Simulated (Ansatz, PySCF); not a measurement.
This triplet is an excited state, 0.87 eV above the relaxed singlet at the level frozen-core CCSD(T)/cc-pVTZ // B3LYP-D3(BJ)/def2-TZVP (Ansatz, an electronic-structure program).

# C2H3F, SMILES `[C](C)F` (excited triplet) (charge 0, multiplicity 3)

Computed with PBE-D3(BJ)/def2-TZVP // B3LYP-D3(BJ)/def2-TZVP (PySCF).

* **highest occupied spin orbital**: -4.10 eV
* **dipole moment**: 0.324 e·Å
* **total energy**: -4832.45 eV
* **cost**: around 70 core-seconds (rough)

Bonded distances (Å): C1–C2 1.476, C1–H4 1.090, C1–H5 1.098, C1–H6 1.098, C2–F3 1.326. Bond angles (°): C2–C1–H4 109.1, C2–C1–H5 111.5, C2–C1–H6 111.5, H4–C1–H5 108.2, H4–C1–H6 108.2, H5–C1–H6 108.4, C1–C2–F3 123.1.
Charge 0, spin multiplicity 3.
